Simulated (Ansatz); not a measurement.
Input file:

```yaml
crystal:
  periodic: [false, false, false]
  atoms:
    - {symbol: Si, position_ang: [-1.574620, 0.000000, 0.000000]}
    - {symbol: H, position_ang: [-2.069492, 1.399708, 0.000000]}
    - {symbol: H, position_ang: [-2.069491, -0.699854, 1.212183]}
    - {symbol: H, position_ang: [-2.069492, -0.699854, -1.212182]}
    - {symbol: H, position_ang: [-0.193620, 0.000000, 0.000000]}
    - {symbol: Si, position_ang: [1.804380, 0.000000, 0.000000]}
basis:
  gaussian: {orbitals: def2-mTZVP}
magnetization: {spin_polarized: true, initial_magnetization: 2}
correlation: {method: ccsd_t, electrons: valence}
accuracy: high
output: {forces: true}
```

```sh
$ ansatz run in.yaml --threads 1 --pin off --events-out ev --progress --plain --max-ram 2393MiB
```

Log:

```
1030 factors; integrals over basis functions are off by at most 3.8e-9 eV
mean field evaluation 1: about -15783.6832 eV, gradient 8.9e0 eV
mean field evaluation 2: about -15783.6856 eV, gradient 8.9e0 eV
mean field evaluation 4: about -15784.8899 eV, gradient 5.4e-1 eV
mean field evaluation 8: about -15784.8973 eV, gradient 6.7e-3 eV
mean field evaluation 16: about -15784.8894 eV, gradient 2.3e-1 eV
mean field evaluation 32: about -15783.8731 eV, gradient 6.4e-3 eV
mean field -15784.89725985 eV, -580.0842749117 hartree, gradient 4.7e-8 eV, S^2 2.017241; 3 other end points of the search recorded, 0 dependent functions left out
determinant -15784.89725985 eV, -580.0842749117 hartree, with singles and doubles -15789.37376519 eV, -580.2487834489 hartree
determinant -15783.87309367 eV, -580.0466374988 hartree, with singles and doubles -15788.48459355 eV, -580.2161069938 hartree
10 core orbitals not correlated: weight in the atoms' cores, before any rotation towards them, 1.000 or more for the frozen orbitals, at most 0.000 for the correlated occupied ones
reference -15784.89725985 eV, -580.0842749117 hartree; 7, 5 occupied and 39, 41 virtual orbitals, 1030 factors
second order -3.43237211 eV of doubles, -0.00000000 eV of singles
cycle   1  -4.46098131 eV  change   -1.6e-1 eV  update   2.1e-2
cycle   2  -4.47844917 eV  change   -1.7e-2 eV  update   6.4e-3
cycle   3  -4.48307367 eV  change   -4.6e-3 eV  update   1.9e-3
cycle   4  -4.48360821 eV  change   -5.3e-4 eV  update   6.6e-4
...
cycle  16  -4.48382263 eV  change    2.0e-8 eV  update   7.4e-8
cycle  17  -4.48382265 eV  change   -2.5e-8 eV  update   5.9e-8
cycle  18  -4.48382267 eV  change   -1.4e-8 eV  update   4.1e-8
cycle  19  -4.48382267 eV  change   -3.8e-9 eV  update   2.5e-8
cycle  20  -4.48382258 eV  change    8.5e-8 eV  update   6.8e-8
cycle  21  -4.48382257 eV  change    1.0e-8 eV  update   2.4e-8
cycle  22  -4.48382258 eV  change   -3.0e-9 eV  update   6.5e-9
cycle  23  -4.48382258 eV  change   -3.4e-9 eV  update   2.3e-9
cycle  24  -4.48382258 eV  change   -1.4e-9 eV  update  8.9e-10
cycle  25  -4.48382258 eV  change  -3.0e-10 eV  update  3.8e-10
perturbative correction -0.09869758 eV, -0.0036270691 hartree
the calculation of the forces begins
Total energy: -15789.47978001 eV, -580.2526794215 hartree
Atom 0 at    -1.574620     0.000000     0.000000 Å, force    -2.951212     0.000004     0.000000 eV/Å
Atom 1 at    -2.069492     1.399708     0.000000 Å, force     0.090390     0.033898    -0.000000 eV/Å
Atom 2 at    -2.069491    -0.699854     1.212183 Å, force     0.090387    -0.016951     0.029361 eV/Å
Atom 3 at    -2.069492    -0.699854    -1.212182 Å, force     0.090387    -0.016951    -0.029361 eV/Å
Atom 4 at    -0.193620     0.000000     0.000000 Å, force     2.399557     0.000001    -0.000000 eV/Å
Atom 5 at     1.804380     0.000000     0.000000 Å, force     0.280491     0.000000    -0.000000 eV/Å
Dipole moment:    -0.333156     0.000000     0.000000 e Å
```

Forces (eV/Å):
```
Si  -2.951  0.000  0.000
H    0.090  0.034  0.000
H    0.090 -0.017  0.029
H    0.090 -0.017 -0.029
H    2.400  0.000  0.000
Si   0.280  0.000  0.000
```

Ran on 1 thread of Arm Neoverse V2, shared host: 13 s wall, 0.32 GiB peak host memory.
